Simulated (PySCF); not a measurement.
# LiC: energy against distance

Set-up: PySCF, no relativity, basis sets Li def2-TZVP, C def2-TZVP. Energies in eV from Li + C in their ground configurations at the same level. State: ⁴Σ⁻ (quartet), unpaired electrons σ ↑, π ↑↑.

All columns are PBE0. A positive dipole means Li(−)C(+).

```csv
R (Å),E (eV),μ (D),Mulliken charge on Li (basis-dependent),HOMO (eV),LUMO (eV),Mayer bond order,⟨S²⟩
1.614,-2.246,-5.43,0.73,-5.58,-1.26,0.52,3.75
1.689,-2.462,-5.66,0.73,-5.45,-1.31,0.52,3.75
1.764,-2.585,-5.89,0.72,-5.33,-1.36,0.53,3.75
1.821,-2.629,-6.08,0.72,-5.24,-1.40,0.53,3.75
1.877,-2.642,-6.26,0.71,-5.16,-1.44,0.53,3.75
1.933,-2.629,-6.45,0.71,-5.08,-1.48,0.54,3.75
2.008,-2.581,-6.69,0.70,-4.99,-1.54,0.55,3.75
2.102,-2.486,-7.00,0.70,-4.88,-1.62,0.55,3.75
2.215,-2.339,-7.35,0.69,-4.76,-1.71,0.57,3.75
2.365,-2.113,-7.79,0.67,-4.63,-1.85,0.58,3.75
```

A fit through these points gives, at Re = 1.875 Å, μ = -6.25 D and dμ/dR = -3.28 D/Å; the reduced mass is 4.427 u.

Q: How strong is the fundamental in the double-harmonic approximation, I = 42.26·(dμ/dR)²/μred km/mol?

A: I = 42.26·(-3.28)²/4.427 = 103 km/mol at PBE0.

The state is the lowest determinant that a PBE0 search found; another state may lie lower at other levels.
